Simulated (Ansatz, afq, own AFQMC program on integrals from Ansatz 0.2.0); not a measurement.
Integrals from Ansatz 0.2.0, then the random walk in our own AFQMC program (afq).

```yaml
crystal:
  periodic: [false, false, false]
  atoms:
    - {symbol: Hf, position_ang: [0.000000, 0.000000, 0.000000]}
    - {symbol: F, position_ang: [0.000000, 0.000000, 2.074000]}
basis:
  gaussian: {orbitals: def2-SVP}
magnetization: {spin_polarized: false, initial_magnetization: 1}
correlation: {method: ccsd_t, electrons: outside_noble_gas, hamiltonian_folder: ham}
```

```sh
$ ansatz run in.yaml --threads 1 --pin off --events-out ev --progress --plain --max-ram 1382MiB
```

afq runs on the folder ham with

```
--method phaseless --trial cisd --walkers 60 --populations 1 --least-time 40 --time-step 0.005 --steps-per-block 50 --equilibration-blocks 40 --max-blocks 300 --target-error 0.0004 --factor-cut 1e-05 --start spin_pure --seed 7152 --release-times 0.24,0.6,1.2,2,3,4.2 --release-step 0.04 --release-every 4 --taylor-order 6
```

Times are imaginary, in 1/Eh. The walk had a cap of 2388 s. Core potentials past Kr, no spin–orbit coupling.

Log:

```
orbitals 41  electrons 6 5  factors 325 of 450
reference energy -146.80628661 Eh
CCSD correlation -0.25567282 Eh in 18 cycles, weight of the determinant in the CISD state 0.8678
energy of the start -147.061959 Eh
 block  time / (1/Eh)  mean weight  energy / Eh
     1     0.250  0.9996  -147.059929
     2     0.500  1.0003  -147.060939
     3     0.750  1.0037  -147.067150
     4     1.000  1.0003  -147.063774
     5     1.250  1.0029  -147.064618
     8     2.000  1.0029  -147.072748
    17     4.250  1.0005  -147.065846
    41    10.250  0.9987  -147.062153
    65    16.250  0.9992  -147.065913
    89    22.250  1.0007  -147.075313
   113    28.250  0.9976  -147.066447
   137    34.250  1.0013  -147.077588
   161    40.250  0.9967  -147.062421
   185    46.250  1.0019  -147.068110
   209    52.250  1.0015  -147.092406
   233    58.250  1.0011  -147.064835
   257    64.250  1.0023  -147.065300
   281    70.250  1.0018  -147.067658
   305    76.250  1.0016  -147.059830
   321    80.250  1.0000  -147.045867
   329    82.250  1.0000  -147.072512
   337    84.250  1.0012  -147.085651
blocks merged  error / Eh  count
     1  0.000479  300
     2  0.000541  150
     4  0.000620  75
     8  0.000736  37
    16  0.000775  18
    32  0.000848  9
released: time / (1/Eh)  energy / Eh  error  mean overlap
  0.24  -147.068162  0.000829  1.0011
  0.60  -147.068209  0.000791  1.0161
  1.20  -147.070044  0.000733  1.0078
  2.00  -147.068926  0.001529  1.0174
  3.00  -147.072259  0.003837  0.9878
  4.20  -147.069300  0.002820  1.0320
energy -147.068719 +/- 0.000775 Eh
(rows thinned)
```

The run passed its tests (sampling time, drift between the halves within three errors, error under three times the target), which doesn't prove that it has relaxed. The second half of the sampling lies above the first by 1.8 errors of their difference, so the energy may still be moving and its error bar be too small.

Against this walk (error 21.1 meV) on the same determinant: CCSD(T) 9.5 meV higher (within the noise). The error is statistical and leaves out the bias of the constraint. None of these is a sure reference here. Released to 2.00 1/Eh the energy moves by -6 ± 47 meV (both errors), within twice the noise.

Cautions: constraint bias not in the error; error above the target (21.1 against 10.9 meV); no spin-orbit coupling; outer-core shells of the metal frozen; higher spins were not checked; a spin-contaminated unrestricted determinant lies lower (UHF 158 meV lower, ⟨S²⟩ 0.97).

The walk took 11 min on 1 thread of Arm Neoverse V1, with other jobs on the host. The log's last line is the phaseless energy.

A walk keeps the symmetry of its determinant, which the program's search chose and which needn't be the lowest solution, so a lower state of the same spin and another symmetry isn't excluded.
